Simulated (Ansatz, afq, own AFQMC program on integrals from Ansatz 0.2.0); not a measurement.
Two steps: Ansatz 0.2.0 writes the Fock matrix and Cholesky factors of the valence space, and afq projects on them the lowest state that overlaps trial and start.

```yaml
crystal:
  periodic: [false, false, false]
  atoms:
    - {symbol: B, position_ang: [0.000000, 0.000000, 0.822294]}
    - {symbol: Be, position_ang: [0.000000, 0.000000, -1.050867]}
    - {symbol: H, position_ang: [0.000000, 1.003181, 1.484150]}
    - {symbol: H, position_ang: [0.000000, -1.003180, 1.484150]}
    - {symbol: H, position_ang: [0.000000, 0.000000, -2.392096]}
basis:
  gaussian: {orbitals: cc-pVDZ}
total_charge: 1
magnetization: {spin_polarized: true, initial_magnetization: 1}
correlation: {method: ccsd_t, electrons: outside_noble_gas, hamiltonian_folder: ham}
```

```sh
$ ansatz run in.yaml --threads 1 --pin off --events-out ev --progress --plain --max-ram 1843MiB
```

afq runs on the folder ham with

```
--method phaseless --trial hf --walkers 120 --populations 1 --least-time 40 --time-step 0.005 --steps-per-block 20 --equilibration-blocks 112 --max-blocks 600 --target-error 0.0009600 --factor-cut 1e-05 --start spin_pure --seed 590 --taylor-order 6
```

Times are imaginary, in 1/Eh. The walk had a cap of 1229 s.

Output of the walk:

```
orbitals 41  electrons 4 3  factors 319 of 389
reference energy -40.65246890 Eh
CCSD correlation -0.12673654 Eh in 13 cycles, weight of the determinant in the CISD state 0.9136
energy of the start -40.652635 Eh
 block  time / (1/Eh)  mean weight  energy / Eh
     1     0.100  1.0001  -40.675086
     2     0.200  1.0004  -40.691542
     3     0.300  1.0007  -40.706903
     4     0.400  1.0012  -40.715494
     5     0.500  1.0004  -40.724003
     8     0.800  1.0008  -40.744121
    18     1.800  0.9990  -40.778829
    69     6.900  1.0004  -40.775369
   120    12.000  1.0004  -40.778670
   171    17.100  0.9988  -40.774682
   222    22.200  1.0004  -40.803156
   273    27.300  0.9996  -40.782066
   324    32.400  0.9989  -40.778160
   375    37.500  1.0005  -40.775437
   426    42.600  0.9997  -40.775752
   477    47.700  0.9994  -40.795341
   528    52.800  1.0006  -40.798232
   579    57.900  0.9995  -40.777223
   630    63.000  0.9997  -40.775987
   647    64.700  0.9994  -40.767013
   681    68.100  1.0006  -40.784379
   698    69.800  0.9995  -40.775166
blocks merged  error / Eh  count
     1  0.000374  600
     2  0.000499  300
     4  0.000662  150
     8  0.000855  75
    16  0.001094  37
    32  0.001166  18
    64  0.001451  9
energy -40.782971 +/- 0.001166 Eh
(rows thinned)
```

The run passed its tests (sampling time, drift between the halves within three errors, error under three times the target), which doesn't prove that it has relaxed.

Against this walk (error 31.7 meV) on the same determinant: CCSD(T) 46.8 meV higher (within the noise), CCSDT(Q) 26.6 meV higher (within the noise), a separate phaseless walk with a CISD trial and standard settings 35.5 ± 32.2 meV higher (within the noise). The error is statistical and leaves out the bias of the constraint.

Cautions: constraint bias not in the error; error above the target (31.7 against 26.1 meV).

The walk took 3.6 min on 1 thread of Intel(R) Xeon(R) 6975P-C (Granite Rapids), on a shared host. The log's last line is the phaseless energy.

CCSDT and higher add their correlation energy to the determinant of the CCSD(T) run, since their own runs factorise the integrals more tightly (a shift of under 2 meV). A walk keeps the symmetry of its determinant, which the program's search chose and which needn't be the lowest solution, so a lower state of the same spin and another symmetry isn't excluded.
